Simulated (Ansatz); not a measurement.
Worked example: correlation energy of CH$_{3}$⁺, singlet

Geometry: a point of a breathe scan, not a stationary point.

```xyz
4

C     0.0000    0.0000    0.0000
H     1.4375    0.0183   -0.0003
H    -0.7346    1.2358   -0.0037
H    -0.7029   -1.2540    0.0040
```

Basis cc-pVDZ; Ansatz 0.2.0. Only valence electrons are correlated (noble-gas cores frozen), which leaves 6 electrons in 28 orbitals. R marks a restricted (for open shells ROHF) determinant.

Full CI is exact within this basis and frozen core; it isn't the basis-set limit.

Runs differ by some tens of microhartree through their thresholds, so steps under 0.03 kcal/mol mean nothing.

```tsv
level	total energy (hartree)
RHF	-39.093903
RMP2	-39.216860
RCCSD	-39.246176
RCCSD(T)	-39.249661
RCCSDT	-39.250406
RCCSDT(Q)	-39.250599
RCCSDTQ	-39.250629
full CI	-39.250639
```

Problem. What is the correlation energy at full CI, and what share of it do RMP2 and RCCSDT recover?

Solution. E(corr) = -39.250639 − (-39.093903) = -0.156736 hartree = -4.265 eV. RMP2: -0.122957 / -0.156736 = 78.45 %. RCCSDT: -0.156503 / -0.156736 = 99.85 %.

Problem. By how many kcal/mol does RCCSD(T) miss full CI (1 hartree = 627.509 kcal/mol), and which steps make up the rest?

Solution. -39.249661 − (-39.250639) = 0.000978 hartree = 0.61 kcal/mol. Steps: RCCSDT − RCCSD(T) = -0.47, RCCSDT(Q) − RCCSDT = -0.12, RCCSDTQ − RCCSDT(Q) = -0.02, full CI − RCCSDTQ = -0.01 kcal/mol. That is within 1 kcal/mol of the reference in this basis, which itself misses far more of the correlation at the basis-set limit.
